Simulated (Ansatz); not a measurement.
This geometry of AlH3O + H4Si (10 atoms, charge 0, multiplicity 1) is a first-order saddle point.

These are results of RKS B3LYP-D4/6-31G* in Ansatz 0.2.0, not measurements.

```xyz
10
Properties=species:S:1:pos:R:3
Al 0.157 0.152 0.098
O -0.165 -0.353 1.873
H -1.075 -0.626 2.083
H 1.640 -0.116 -0.370
H -1.136 0.034 -0.813
Si 0.074 2.662 1.079
H 1.039 3.244 2.053
H 0.540 3.081 -0.283
H -1.251 3.314 1.288
H -0.137 0.903 1.773
```

(1) Which two structures does it join? (They come from a converged band through this point; their orientation in space is the band's.)

(2) How far does it lie above each of them?

## Answers

(1) Bonds broken: Si6–H10. Bonds formed: Al1–Si6, O2–H10. AlH3O + H4Si becomes AlH7OSi.

Initial state:

```xyz
10
Properties=species:S:1:pos:R:3
Al 0.036 -0.264 0.368
O -0.237 -1.319 1.698
H -1.138 -1.565 1.944
H 1.548 -0.027 -0.022
H -1.194 0.236 -0.507
Si 0.138 3.071 1.048
H 1.160 3.722 1.903
H 0.565 3.046 -0.369
H -1.180 3.735 1.193
H -0.012 1.660 1.523
```

Final state:

```xyz
10
Properties=species:S:1:pos:R:3
Al 0.129 0.427 -0.007
O -0.202 -0.370 1.859
H -1.143 -0.361 2.103
H 1.563 -0.195 -0.324
H -1.184 -0.191 -0.677
Si 0.066 2.808 0.658
H 0.856 3.028 1.920
H 0.621 3.781 -0.331
H -1.306 3.304 0.999
H 0.285 0.064 2.580
```

(2) 35.4 kcal/mol above the first and 21.7 kcal/mol above the second. This is the barrier of this one path; another mechanism may lie lower. The orbitals stay closed-shell, which can raise the energy where a bond breaks towards radicals; this wasn't checked here.

Time of the run: 4.7 min on 1 thread of Intel(R) Xeon(R) Platinum 8488C (Sapphire Rapids), with other jobs on the host, peak memory 0.15 GiB.
